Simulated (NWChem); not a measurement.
System: propene (C₃H₆); SMILES C=CC

Input file for NWChem:

```
start job
memory heap 200 mb stack 900 mb global 1100 mb
geometry units angstroms noautoz
  C     -0.166705    -1.233762     0.000000
  C      0.453203     0.131215     0.000000
  C     -0.219299     1.295222     0.000000
  H      0.152738    -1.821102    -0.888097
  H      0.152738    -1.821102     0.888097
  H     -1.273936    -1.184400     0.000000
  H      1.559069     0.161359     0.000000
  H     -1.322382     1.321560     0.000000
  H      0.304101     2.263955     0.000000
end
basis spherical
  * library 6-311g**
end
dft
  xc hfexch
  iterations 150
  mulliken
end
task dft energy
```

Geometry: optimised at PBE-D3(BJ)/def2-SVP.

Question: What results follow from this input? (Hartree-Fock/6-311G** (spherical d).) Quantities: basis functions; energy (Ha); highest occupied level (eV); orbital gap (eV); dipole (D).

Answer: 
```
Property                       Value
---------------------------  -------
number of basis functions         90
energy (Ha)                  -117.10
highest occupied level (eV)    -9.67
orbital gap (eV)               14.08
dipole (D)                      0.37
```
